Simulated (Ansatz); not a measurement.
A nudged elastic band was laid between two geometries of C$_{4}$H$_{5}$ClO (11 atoms, charge 0, multiplicity 1).

Computed with RKS r2SCANh/STO-3G in Ansatz 0.2.0.

```json
{
 "movable images": "5",
 "climbing image": "yes",
 "spring": "5.0 eV/Å²",
 "optimiser": "quadratic models (default)",
 "start path": "IDPP",
 "force threshold": "0.05 eV/Å",
 "iteration limit": "60",
 "end points": "relaxed"
}
```

First end point:

```xyz
11
Properties=species:S:1:pos:R:3
O -1.913 -0.702 1.280
C -0.765 -0.136 0.779
C 0.172 -0.149 -0.150
C 0.751 -0.676 -1.404
Cl 0.279 0.363 -2.889
C 0.293 0.933 0.922
H -2.098 -0.154 2.120
H 0.386 -1.694 -1.627
H 1.855 -0.665 -1.393
H 1.062 0.845 1.706
H 0.044 1.977 0.677
```

Last end point:

```xyz
11
Properties=species:S:1:pos:R:3
O -1.873 -0.299 1.565
C -0.715 0.049 0.917
C 0.192 -0.062 -0.040
C 0.679 -0.657 -1.301
Cl 0.064 0.268 -2.812
C 0.424 1.025 1.010
H -2.265 -1.032 0.970
H 0.325 -1.694 -1.438
H 1.779 -0.625 -1.379
H 1.205 0.887 1.773
H 0.251 2.082 0.756
```

What changes between the two ends?

No bond is made or broken. The dihedral H7–O1–C2–C6 goes from -2 to 177°.

What energy profile does the band end with?

The run converged. The highest image is number 3 of 0 to 6, 8.4 kcal/mol above the first end and 8.1 kcal/mol above the last; the last end lies 0.3 kcal/mol above the first. A vibrational analysis at the climbing image gives one clearly imaginary mode, 501i cm⁻¹: a first-order saddle point. Limits of this set-up: minimal basis.

```csv
image,path coordinate (Å),energy (kcal/mol),dihedral H7–O1–C2–C6 (°)
0,0.00,0.0,-2
1,0.41,1.6,28
2,0.82,5.8,67
3,1.23,8.4,102
4,1.59,6.1,130
5,1.96,1.9,156
6,2.32,0.3,177
```

What is the geometry of the highest image?


```xyz
11
Properties=species:S:1:pos:R:3:forces:R:3
O -1.573 -0.803 1.718 0.00 0.00 0.00
C -0.604 -0.156 0.960 -0.01 -0.01 0.01
C 0.180 -0.121 -0.098 0.01 0.01 -0.02
C 0.582 -0.597 -1.450 0.00 -0.01 0.00
Cl -0.020 0.566 -2.773 0.00 0.00 0.00
C 0.493 0.898 1.000 0.00 0.00 0.01
H -2.438 -0.339 1.440 0.00 0.00 0.00
H 0.144 -1.582 -1.687 0.00 0.00 0.00
H 1.680 -0.633 -1.566 0.00 0.00 0.00
H 1.382 0.752 1.630 0.00 0.00 0.00
H 0.238 1.957 0.846 0.00 0.00 0.00
```

What are the harmonic wavenumbers there?

501i, 45, 127, 237, 335, 457, 541, 782, 794, 846, 1003, 1092, 1165, 1173, 1240, 1310, 1364, 1376, 1441, 1622, 1688, 2107, 3360, 3372, 3496, 3503, 3754 cm⁻¹.

The band took 7 iterations and about 2.1 core-minutes.

Time of the run: 2.1 min on 1 thread of Intel(R) Xeon(R) Processor @ 2.70GHz, on a shared host, peak memory 0.14 GiB.
